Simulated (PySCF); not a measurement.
Process, species as SMILES: N (NH3) → [NH2-] + H+
B3LYP-D3(BJ)/def2-TZVP geometries, fixed; electronic energies without zero-point terms.

Effect of the atomic grid (radial, angular points) at B3LYP/def2-TZVP with PySCF, against the last row, where the deprotonation energy is 423.91 kcal/mol.

```json
[
 {"setting": "atom_grid: 30, 110, unpruned", "grid points, largest species": "13200", "largest shift of a total energy (mEh)": "0.041", "shift of the deprotonation energy (kcal/mol)": "-0.019"},
 {"setting": "atom_grid: 50, 194, unpruned", "grid points, largest species": "38800", "largest shift of a total energy (mEh)": "0.004", "shift of the deprotonation energy (kcal/mol)": "-0.003"},
 {"setting": "atom_grid: 75, 302, unpruned", "grid points, largest species": "90600", "largest shift of a total energy (mEh)": "0.000", "shift of the deprotonation energy (kcal/mol)": "0.000"},
 {"setting": "atom_grid: 99, 590, unpruned", "grid points, largest species": "233640", "largest shift of a total energy (mEh)": "0.000", "shift of the deprotonation energy (kcal/mol)": "0.000"},
 {"setting": "atom_grid: 150, 974, unpruned", "grid points, largest species": "584400", "largest shift of a total energy (mEh)": "0.000", "shift of the deprotonation energy (kcal/mol)": "0.000"}
]
```

Within 0.02 kcal/mol in the deprotonation energy: atom_grid: 30, 110, unpruned; atom_grid: 50, 194, unpruned; atom_grid: 75, 302, unpruned; atom_grid: 99, 590, unpruned. The largest shift is 0.041 mEh in a total energy and 0.019 kcal/mol in the difference.
